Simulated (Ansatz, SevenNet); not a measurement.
## Rock-salt MgS: properties by level of theory

Reference values: lattice constant a 5.188 Å (measured, corrected for zero-point motion; as tabulated in Goldzak et al. (2022), arXiv:2208.04865); bulk modulus 81 GPa (measured, corrected for zero-point motion; as tabulated in Goldzak et al. (2022), arXiv:2208.04865).

```csv
level (code),lattice parameter a (Å),bulk modulus B0 (GPa)
SevenNet-l3i5,5.228,72.7
r²SCAN (Ansatz),5.203,79.8
r²SCAN+rVV10 (Ansatz),5.189,81.5
HSE06 (Ansatz),5.194,80.1
Hartree–Fock (Ansatz),5.285,77.0
```

Differences from the reference values (errors of the level alone only where the reference is corrected to a static lattice):

```csv
level,lattice constant a (%),bulk modulus (%)
SevenNet-l3i5,+0.77,-10.2
r²SCAN,+0.29,-1.5
r²SCAN+rVV10,+0.02,+0.6
HSE06,+0.12,-1.1
Hartree–Fock,+1.87,-4.9
```

Nearest: lattice constant a, not ranked (one source); bulk modulus, not ranked (one source).

Machine-learned potentials (SevenNet-l3i5) are trained on DFT data: a solid inside that data is no test of them.

Ansatz's density-functional and Hartree–Fock values are scalar-relativistic unless marked +SOC, with PAW data made under PBE.

Differences are worked out from the printed values.

Static lattice: no zero-point or thermal effects.

Ansatz is an electronic-structure program.
